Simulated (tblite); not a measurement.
# CH7OP: the cost of one run

Programs: tblite 0.8.0 and PySCF 2.14.0. All values are calculated, for the isolated system unless a continuum is named. Atoms count from 0, parts from 1.

## Step 1: Starting point

10 atoms, charge 0, multiplicity 1; geometry: rigid parts in contact. Parts: 1 = atoms 0–5, `CO`, charge 0; 2 = atoms 6–9, `P`, charge 0.

## Step 2: Bringing the parts together with GFN2-xTB

Job settings and geometry (Å):

```
{"job": {"kind": "dock", "xc": "GFN2-xTB", "basis": "xTB"}, "charge": 0, "multiplicity": 1, "parts": [{"atoms": "0-5", "charge": 0, "multiplicity": 1}, {"atoms": "6-9", "charge": 0, "multiplicity": 1}]}
C     -0.361747     0.005340     0.030766
O      0.971501    -0.164151     0.445287
H     -0.556484     1.031881    -0.299044
H     -0.625748    -0.685196    -0.777962
H     -0.984723    -0.211051     0.896743
H      1.557200     0.023176    -0.295791
P      0.312899    -2.654262     2.950102
H      0.120099    -1.510294     3.709675
H      0.862264    -1.932040     1.901394
H     -0.961573    -2.576315     2.408724
```

Method: GFN2-xTB search for minima from random contacts, gas phase.

Launch:

```console
$ OMP_NUM_THREADS=1 python cluster_run.py task.json out
```

One launch serves the whole session: the jobs run in the order shown.

**Question.** How long does this first job take on 1 thread of Arm Neoverse V1, shared host?

About 4.7 s.
